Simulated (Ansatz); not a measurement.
## Counterpoise correction, worked out

The pair of HF (SMILES F, atoms 1–2) and CH6Si (SMILES C[SiH3], atoms 3–10), both closed shells, in one local arrangement (a lower one may exist), relaxed at PBE0-D4/def2-TZVP:

```xyz
10
angstrom
F -0.6053 1.0345 -2.4719
H -0.7791 0.2751 -1.9674
C 0.3229 0.7682 0.8615
Si 0.0586 -0.9901 0.3014
H 1.0115 0.8005 1.7087
H -0.6208 1.2220 1.1716
H 0.7403 1.3715 0.0529
H 1.3236 -1.6315 -0.1382
H -0.8761 -1.0254 -0.8727
H -0.5755 -1.8246 1.3541
```

Ansatz 0.2.0; basis: def2-TZVPPD; cores frozen in the correlated methods.

MP2 total energies in eV:

| system | geometry | basis functions | energy |
| --- | --- | --- | --- |
| pair | pair | all | -11727.66999 |
| HF | as in the pair | all (partner as ghosts) | -2730.38321 |
| CH6Si | as in the pair | all (partner as ghosts) | -8997.19565 |
| HF | as in the pair | its own | -2730.37208 |
| CH6Si | as in the pair | its own | -8997.18835 |
| HF | free (PBE0-D4 minimum) | its own | -2730.37406 |
| CH6Si | free (PBE0-D4 minimum) | its own | -8997.19902 |

(1) Work out the interaction energy with and without the counterpoise correction, the superposition error, and the binding energy from the relaxed fragments.

The T1 diagnostic stays at or below 0.011.

Results:

(1) Without correction: -11727.66999 − (-2730.37208) − (-8997.18835) = -0.10956 eV.
With correction (each fragment in the whole basis): -11727.66999 − (-2730.38321) − (-8997.19565) = -0.09113 eV = -2.10 kcal/mol.
The superposition error is the difference, 0.01843 eV, 17 % of the uncorrected value: each fragment borrows its partner's functions.
Deformation from the free shapes: 0.00198 eV for HF and 0.01067 eV for CH6Si.
Binding energy from relaxed fragments: -0.09113 + 0.00198 + 0.01067 = -0.07848 eV = -1.81 kcal/mol (electronic, without zero-point energy; negative means bound). For comparison, the corrected interaction energy by CCSD(T) at an estimated basis limit (MP2 extrapolated from triple and quadruple zeta, plus CCSD(T) − MP2 in triple zeta) is -0.106 eV.

For scale, one of the runs: CCSD(T)/def2-TZVPPD, 244 basis functions, launched by `ansatz run in.yaml --threads 4 --pin off --events-out ev --progress --plain --max-ram 9574MiB`. Hardware: 4 CPU threads of an Arm Neoverse V1, shared host. Wall time 63 s; peak host memory 4.8 GiB.
